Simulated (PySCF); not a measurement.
# NaCl⁺ at PW91

Computed with PW91; PySCF, no relativity, basis sets Na 6-31G(d,p), Cl 6-31G(d,p).

```
state                                                                                                              : ²Π (doublet), unpaired electrons π ↑
bond length                                                                                                        : 2.831 Å
harmonic wavenumber                                                                                                : 157 cm⁻¹
force constant                                                                                                     : 0.200 mdyn/Å
rotational constant Be                                                                                             : 0.1517 cm⁻¹
anharmonicity ωexe                                                                                                 : 2.36 cm⁻¹
vibration–rotation constant αe                                                                                     : 0.00265 cm⁻¹
well depth De to Na⁺ + Cl                                                                                          : 0.37 eV
dissociation energy D0                                                                                             : 0.36 eV
bond order (Mayer)                                                                                                 : 0.26
dipole moment (positive dipole points towards Cl; it is taken about the centre of mass and depends on that origin) : -7.01 D
```

The bond is weak. Basis-set superposition, not corrected here, can be much of De in a small basis, most of all at correlated wavefunction levels. For an ion De counts to the pair picked by the measured ionisation energies or electron affinities, which need not be the lowest pair at this level. The state is the lowest determinant that a PBE0 search found; another state may lie lower at other levels.
